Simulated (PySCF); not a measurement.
Beryllium: a sound run and one with changed settings

Sound run: Be [He] 2s2, Be+ [He] 2s1. Computed with PySCF 2.14 in def2-TZVP, with no relativity, point nucleus. In the sound run the correlated levels freeze 1s2. The sound run starts from symmetry-adapted Hartree-Fock orbitals and uses a fine grid where one is needed.

Changed run: all electrons correlated in a basis built for the valence shell.

```tsv
species	method	sound run (hartree)	changed run (hartree)	converged
Be	MP2	-14.59866	-14.62727	yes
Be	CCSD(T)	-14.61767	-14.64910	yes
Be+	MP2	n/a	-14.30495	yes
Be+	CCSD(T)	n/a	-14.30840	yes
```

Ionisation energy of Be:

```tsv
method	sound run (eV)	changed run (eV)
UHF	8.042	8.042
MP2	8.751	8.771
SCS-MP2	8.893	8.908
CCSD	9.269	9.263
CCSD(T)	9.269	9.271
```

A valence basis has no tight correlating functions, so it recovers only part of the core correlation, and not evenly between atom and ion.

For comparison, NIST gives 9.323 eV between the lowest levels.
